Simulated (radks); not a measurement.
**S²⁺ in [Ne] 3s1.5 3p2.5: an all-electron calculation**

One table from this session's results is given with a row withheld; the runs are named, their logs left out.

Program: radks (a radial shooting solver on a logarithmic mesh, Libxc functionals) version 1. Level of theory: scalar-relativistic Kohn-Sham, PBE, spin-unpolarised, spherical densities, finite nucleus. These are calculated values, not measurements, unless marked.

**The system**

```
element            : sulfur (Z = 16)
charge             : +2
electrons          : 14
configuration      : [Ne] 3s1.5 3p2.5
nuclear rms radius : 3.2611 fm
```

Set-up of the first run:

Settings of this run:

```text
Z 16
configuration [Ne] 3s1.5 3p2.5 4s0 3d0 4p0 4f0
relativity scalar-relativistic
functional pbe,pbe
spin unpolarised
nucleus finite rms 3.2611 fm
c 137.035999084
```

One table of the session follows, with a row left open; its other results are not shown here.

It belongs to the step «Radial structure». Radial moments (bohr):

| level | <r> | outermost maximum (interpolated) | 90 % within | nodes |
| --- | --- | --- | --- | --- |
| 1s | 0.09687 | 0.0633 | 0.173 | 0 |
| 2s | 0.4784 | 0.388 | 0.750 | 1 |
| 2p | 0.4417 | 0.326 | 0.735 | 0 |
| 3s | ? | ? | ? | ? |
| 3p | 1.761 | 1.49 | 2.68 | 1 |
| 3d | 2.371 | 1.85 | 3.81 | 0 |
| 4s | 3.928 | 3.64 | 5.64 | 3 |

**Question.** Estimate the row for 3s.

As computed: <r>: 1.574; outermost maximum (interpolated): 1.37; 90 % within: 2.35; nodes: 2. In the column «<r>» it lies between 2s (0.4784) and 3p (1.761).
